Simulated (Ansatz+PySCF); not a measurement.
Values are calculated unless marked as measured or tabulated.
Input for Ansatz (development build ahead of 0.2.0):

```yaml
crystal:
  periodic: [false, false, false]
  atoms:
    - { symbol: "N", position_ang: [0.0, 0.0, -0.76159] }
    - { symbol: O, position_ang: [0.0, 0.0, 0.66639] }
basis:
  gaussian: { orbitals: STO-3G }
magnetization:
  spin_polarized: true
  initial_magnetization: 1
hamiltonian:
  xc: hf
correlation:
  method: mp2
  frozen_orbitals: { "N": 1, O: 1 }
scf:
  omitted_lower_state_checks: [atomic_configurations, cluster_reference, orbital_swaps, given_window_search, neighbouring_geometries, increment]
```

The input is written out in the form of the current development build from the run's settings.

The run gave:

```json
{
 "Converged": "yes",
 "Reference energy": "-127.54439 hartree",
 "Correlation energy": "-0.04141 hartree",
 "Total energy": "-127.58581 hartree",
 "Spin squared of the determinant": "1.644",
 "Occupied orbitals by symmetry in an Abelian subgroup (alpha; beta)": "5 A1 2 B1 1 B2; 5 A1 1 B1 1 B2"
}
```

Caution: large amplitudes, a single reference is doubtful; the unrestricted determinant is a mixture of spin states; the determinant may break the point group; another reference gives a lower total.
